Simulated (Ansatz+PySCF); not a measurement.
Results of a calculation; reference values are marked as such.
## Ansatz (development build ahead of 0.2.0) run

```yaml
crystal:
  periodic: [false, false, false]
  atoms:
    - { symbol: O, position_ang: [0.0, 0.0, -1.17179] }
    - { symbol: C, position_ang: [0.0, 0.0, 0.01501] }
    - { symbol: H, position_ang: [0.0, 0.9679, 0.57839] }
    - { symbol: H, position_ang: [0.0, -0.9679, 0.57839] }
basis:
  gaussian: { orbitals: cc-pVTZ }
total_charge: 1
magnetization:
  initial_magnetization: 1
hamiltonian:
  xc: hf
correlation:
  method: mp2
  frozen_orbitals: { C: 1, H: 0, O: 1 }
output:
  forces: true
```

The input is written out in the form of the current development build from the run's settings. Correlation on restricted open-shell orbitals is semicanonical, with singles.

Results

```
Converged                                                          : yes
Reference energy                                                   : -113.55769 hartree
Correlation energy                                                 : -0.33735 hartree
Total energy                                                       : -113.89503 hartree
Spin squared of the determinant                                    : 0.750
Stability test                                                     : minimum among restricted orbitals
Occupied orbitals by symmetry in an Abelian subgroup (alpha; beta) : 5 A1 1 B1 2 B2; 5 A1 1 B1 1 B2
```

Forces (eV/Å):
```
atom     Fx      Fy      Fz
  O1  0.000   0.000  -0.309
  C2  0.000   0.000   0.992
  H3  0.000  -0.224  -0.341
  H4  0.000   0.224  -0.341
```

Caution: large amplitudes, a single reference is doubtful.
